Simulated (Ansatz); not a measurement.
**BNHO (quartet): the correlation ladder at a displaced geometry (v2), cc-pVDZ**

One table from this session's results is given with a row withheld; the runs are named, their logs left out.

Method: cc-pVDZ, core rule «outside noble gas», up to 3 orbitals frozen; program: Ansatz 0.2.0, Gaussian basis.

Plan: UHF; CCSD(T) on ROHF; CCSD(T) on UHF; BCCD(T) on ROHF; CISD as a restricted active space (open shells left free, so some higher excitations enter); CCSDT(Q) on ROHF; CCSDT(Q) on UHF.

31 further runs of the same task are left out: 6 for a known fault of the program, 12 that didn't finish, 13 set aside as unsound or not needed. Runs told in other sessions of the task aren't counted.

### What is computed

The geometry is a PBE0/def2-TZVP stationary point (not a proven minimum) with its atoms shifted at random (size 0.100 Å).

4 atoms, charge 0, spin multiplicity 4.

Atoms are counted from 1 here; the program's logs count them from 0.

Bond lengths: B1–O2 1.322 Å, B1–N3 1.444 Å, N3–H4 0.971 Å. Angles: O2–B1–N3 104.4°, B1–N3–H4 123.6°.

The first run:

The input, in.yaml:

```yaml
crystal:
  periodic: [false, false, false]
  atoms:
    - {symbol: B, position_ang: [0.092749, -0.634679, 0.105938]}
    - {symbol: O, position_ang: [-0.072125, 0.308169, 1.017570]}
    - {symbol: N, position_ang: [0.004495, 0.063920, -1.154695]}
    - {symbol: H, position_ang: [0.087604, 1.027522, -1.242474]}
basis:
  gaussian: {orbitals: cc-pVDZ}
magnetization: {spin_polarized: true, initial_magnetization: 3}
hamiltonian: {xc: hf}
output: {orbitals: {seedname: orbitals}}
```

Run with:

```sh
$ ansatz run in.yaml --threads 1 --pin off --events-out ev --progress --plain --max-ram 2393MiB
```

Steps of the session up to this table: UHF; CCSD(T) on ROHF; CCSD(T) on UHF; BCCD(T) on ROHF; CISD as a restricted active space (open shells left free, so some higher excitations enter); CCSDT(Q) on ROHF; CCSDT(Q) on UHF.

One table of the session follows, with a row left open; its other results are not shown here.

It belongs to the step «Misses and costs». 

| method | from RCCSDT(Q) (kcal/mol) |
| --- | --- |
| ROHF | ? |
| UHF | +251.26 |
| RMP2 | +44.73 |
| UMP2 | +43.05 |
| CISD | +41.76 |
| RCCSD | +14.45 |
| UCCSD | +13.90 |
| RCCSD(T) | +4.39 |
| UCCSD(T) | +4.26 |
| BCCD(T) | +3.27 |
| RCCSDT | +1.93 |
| UCCSDT | +1.85 |
| RCCSDT(Q) | 0 |
| UCCSDT(Q) | -0.10 |

**Question.** Estimate the row for ROHF.

The run gave: from RCCSDT(Q) (kcal/mol): +257.83. In the column «from RCCSDT(Q) (kcal/mol)» it is the highest.

Limits of these values: Restricted and unrestricted rows rest on different reference determinants; a gap between their highest levels can come from leftover correlation error, from unlike frozen cores or from another state.
